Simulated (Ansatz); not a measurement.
Ansatz (a program for electronic structure) input (MP2/6-31G*):

Ansatz 0.2 input:
```yaml
crystal:
  periodic: [false, false, false]
  atoms:
    - {symbol: C, position_ang: [1.13228689, -0.40255019, 0.03573367]}
    - {symbol: C, position_ang: [-0.06084393, 0.55816703, 0.03963237]}
    - {symbol: N, position_ang: [-1.34580162, -0.08769799, 0.01271910]}
    - {symbol: H, position_ang: [2.07177877, 0.15098225, 0.08586566]}
    - {symbol: H, position_ang: [1.08765095, -1.07374850, 0.89469680]}
    - {symbol: H, position_ang: [1.14287038, -1.00959134, -0.87255254]}
    - {symbol: H, position_ang: [0.00724559, 1.20999155, -0.84834175]}
    - {symbol: H, position_ang: [-0.01826377, 1.21828069, 0.90999372]}
    - {symbol: H, position_ang: [-1.29932838, -0.81572973, -0.71089176]}
basis:
  gaussian:
    orbitals: 6-31G*
magnetization: {spin_polarized: true, initial_magnetization: 1}
correlation: {method: mp2, electrons: outside_noble_gas}
relax: {f_tol: 0.003, max_steps: 120}
```

Task: Predict the final energy.

Result: -134.02086 Eh.
